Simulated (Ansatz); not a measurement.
```yaml
crystal:
  periodic: [false, false, false]
  atoms:
    - {symbol: P, position_ang: [0.000000, 0.000000, 0.000000]}
    - {symbol: As, position_ang: [0.000000, 0.000000, 2.101800]}
basis:
  gaussian: {orbitals: def2-TZVP}
magnetization: {spin_polarized: true, initial_magnetization: 2}
hamiltonian: {xc: pbe0}
relax: {f_tol: 0.004, max_steps: 80}
```

```sh
$ ansatz run in.yaml --threads 1 --pin off --events-out ev --progress --plain --max-ram 2176MiB
```

Steps of the relaxation (energy above the last step; positions in Å, forces in eV/Å):

```
2
step 1, 47.9 meV
P     0.000    0.000    0.000    0.000    0.000   -1.492
As    0.000    0.000    2.102    0.000    0.000    1.492
```

```
2
step 2, 0.7 meV
P     0.000    0.000   -0.038    0.000    0.000    0.161
As    0.000    0.000    2.140    0.000    0.000   -0.161
```

```
2
step 3, 0.0 meV
P     0.000    0.000   -0.034    0.000    0.000    0.016
As    0.000    0.000    2.136    0.000    0.000   -0.016
```

```
2
step 4, 0.0 meV
P     0.000    0.000   -0.034    0.000    0.000    0.000
As    0.000    0.000    2.135    0.000    0.000    0.000
```

Close pairs at the end: P1–As2 2.169 Å.

A stationary point of unrestricted PBE0 after 4 steps, with ⟨S²⟩ = 2.010 against 2.00 for a pure state. 29 s on 1 thread of Intel Xeon Platinum 8488C, shared host.
